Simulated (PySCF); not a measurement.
## Complete the spectrum of C3H6FN

Compound: C3H6FN.
Z-matrix (Å and degrees, PBE0-D3(BJ)/def2-SVP geometry), rows numbered from 1:
```
F 
C   1  1.3720
C   2  1.4987  1  110.48
C   3  1.4784  2  121.47  1    87.46
N   3  1.4510  2  115.26  1   155.77
H   2  1.1027  1  109.51  3   120.56
H   2  1.1038  1  108.51  3  -121.40
H   3  1.0977  2  114.43  1   -61.38
H   4  1.0957  3  119.80  5  -103.70
H   4  1.0954  3  117.58  5   109.48
H   5  1.0176  3  111.18  4  -103.55
```

Theory: TDDFT wB97X-D/def2-SVPD, vertical, gas phase, core orbitals frozen in the response in PySCF.

Lowest singlets, with some entries withheld (?).

```
state  E (eV)       f  main configurations (H = HOMO, L = LUMO)
   S1    7.22  0.0037                    H→L (80%), H→L+1 (13%)
   S2    8.10   0.023                    H→L+1 (72%), H→L (14%)
   S3    8.38   0.050                  H→L+3 (61%), H→L+2 (26%)
   S4    8.57   0.060                  H→L+2 (60%), H→L+3 (22%)
   S5    8.86   0.029                               H→L+4 (78%)
   S6    9.16   0.044                 H-1→L (72%), H-1→L+1 (9%)
   S7       ?       ?                                         ?
   S8    9.78   0.018   H-2→L (58%), H-4→L (16%), H-2→L+1 (10%)
   S9    9.82   0.015                H→L+7 (36%), H-2→L+1 (23%)
  S10       ?       ?                                         ?
```

Q: Fill in the withheld entries.

A: 
- S7: E = 9.45 eV; f = 0.015; H-1→L+1 (54%), H-1→L+2 (14%), H-1→L (8%)
- S10: E = 9.88 eV; f = 0.025; H→L+5 (62%)

Q: Where do the lowest triplets lie (Tamm–Dancoff)?

A: T1 7.01 eV, H→L (75%), H→L+1 (15%); T2 7.84 eV, H→L+1 (40%), H→L+7 (19%), H→L+4 (16%); T3 8.08 eV, H→L+4 (30%), H→L+1 (18%), H→L+2 (14%); T4 8.26 eV, H→L+3 (53%), H→L+2 (29%), H→L+1 (8%). E(S1) − E(T1) = +0.21 eV.

Q: What is the mean static polarisability from the same response equations?

A: 44.3 au (6.56 Å³), with principal values 40.5, 43.3 and 49.0 au.

Q: How far apart are S5 and S9, in eV and cm⁻¹?

A: 9.815 − 8.863 = 0.952 eV, or about 7690 cm⁻¹.

All these states lie below the vertical ionisation energy of 9.97 eV (ΔSCF).

Time: 26 s. Hardware: an x86-64 server with one thread, no GPU, shared host.

One conformer stands for the species.
